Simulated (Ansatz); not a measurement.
Relaxation of H$_{2}$OSSi (5 atoms, charge 0, multiplicity 1), to a largest force component of 0.015 eV/Å in at most 40 steps.

Theory: RKS LDA/def2-SVP (Ansatz).

```xyz
5
Properties=species:S:1:pos:R:3
O -1.209 -0.744 -0.432
Si -0.779 0.879 -0.292
S 1.058 0.795 0.736
H -0.846 -1.302 0.227
H 1.825 0.298 -0.279
```

**Question.** Where does it end, and by what steps?

**Answer.** It converged. After 14 steps the energy has fallen by 0.467 eV; H5 moved furthest, 0.80 Å.

```tsv
step	energy less start (eV)	largest force component (eV/Å)	accepted
0	0.0000	1.925	yes
1	-0.1800	1.394	yes
2	-0.2314	0.915	yes
3	-0.2129	1.647	no
4	-0.2901	0.521	yes
5	-0.3444	0.264	yes
6	-0.3916	0.511	yes
7	-0.4097	0.866	yes
8	-0.4412	0.680	yes
9	-0.4427	0.441	yes
10	-0.4589	0.406	yes
11	-0.4616	0.331	yes
12	-0.4596	0.504	no
13	-0.4673	0.036	yes
14	-0.4675	0.002	yes
```

```xyz
5
Properties=species:S:1:pos:R:3
O -1.187 -0.658 -0.314
Si -0.962 0.972 -0.076
S 1.172 1.128 0.351
H -0.469 -1.318 -0.253
H 1.496 -0.198 0.250
```

Whether the end is a true minimum wasn't checked by a vibrational analysis.

Time of the run: 11 s on 1 CPU thread of a shared host.
